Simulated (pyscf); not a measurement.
AuH + water (H₂O) -> HO–Au + hydrogen (H₂), a four-centre exchange (singlet surface; Au–H, H–O broken, Au–O, H–H formed). Single points on ωB97X-D3(BJ)/def2-SVP structures (PySCF, gas phase). Energies in kcal/mol from the separated reactants.

Small-basis levels: PySCF, no dispersion term, spherical d functions. AM1 to PM7: differences of heats of formation from MOPAC, which are fitted to 298 K values and so differ in kind from electronic energies by zero-point and thermal terms. GFN2-xTB: tblite. Cost: rough CPU time at the saddle relative to B3LYP/6-31G*+LANL2DZ, from one job on a shared machine.

```json
[
 {"level": "HF/6-31G*+LANL2DZ", "barrier": "65.4", "reaction energy": "+32.8", "cost": "0.1"},
 {"level": "MP2/6-31G*+LANL2DZ", "barrier": "51.1", "reaction energy": "+17.8", "cost": "0.2"},
 {"level": "SVWN5/6-31G*+LANL2DZ", "barrier": "44.5", "reaction energy": "+29.1", "cost": "1.0"},
 {"level": "BP86/6-31G*+LANL2DZ", "barrier": "51.3", "reaction energy": "+25.5", "cost": "1"},
 {"level": "B3LYP/LANL2DZ", "barrier": "50.7", "reaction energy": "+26.2", "cost": "0.9"},
 {"level": "B3LYP/6-31G*+LANL2DZ", "barrier": "55.5", "reaction energy": "+27.0", "cost": "1"},
 {"level": "M06-2X/6-31G*+LANL2DZ", "barrier": "54.2", "reaction energy": "+29.1", "cost": "2"},
 {"level": "PBE/def2-SVP", "barrier": "…", "reaction energy": "+29.8", "cost": "2"},
 {"level": "B3LYP/def2-SVP", "barrier": "…", "reaction energy": "+31.0", "cost": "1"},
 {"level": "GFN2-xTB", "barrier": "54.7", "reaction energy": "+40.5", "cost": "under 0.02"},
 {"level": "PM6", "barrier": "29.1", "reaction energy": "+56.3", "cost": "under 0.02"},
 {"level": "PM7", "barrier": "23.8", "reaction energy": "+48.7", "cost": "under 0.02"},
 {"level": "ωB97M-D3(BJ)/def2-TZVP", "barrier": "…", "reaction energy": "+32.3", "cost": "–"}
]
```

Q: Some entries are withheld; supply them.

A: 
- PBE/def2-SVP, barrier: 51.2
- B3LYP/def2-SVP, barrier: 56.2
- ωB97M-D3(BJ)/def2-TZVP, barrier: 55.9

Against the last row the barrier runs from -32.1 (PM7) to +9.5 kcal/mol (HF/6-31G*+LANL2DZ). At PM6, PM7 this geometry lies under one side, so the entry may be no barrier of that level: it is a single point on another level's saddle. ωB97M-D3(BJ)/def2-TZVP has limits of its own. On the reactant side the descent ends in a bound adduct (not fully relaxed), 19.2 kcal/mol under the separated species and 73.9 kcal/mol under the saddle at ωB97X-D3(BJ)/def2-TZVP. The products may also form a dative adduct at HO–Au; it and routes through it were not searched. One saddle was located; it need not be the lowest between these sides. In the def2 sets elements past Kr carry core potentials, without spin-orbit coupling.
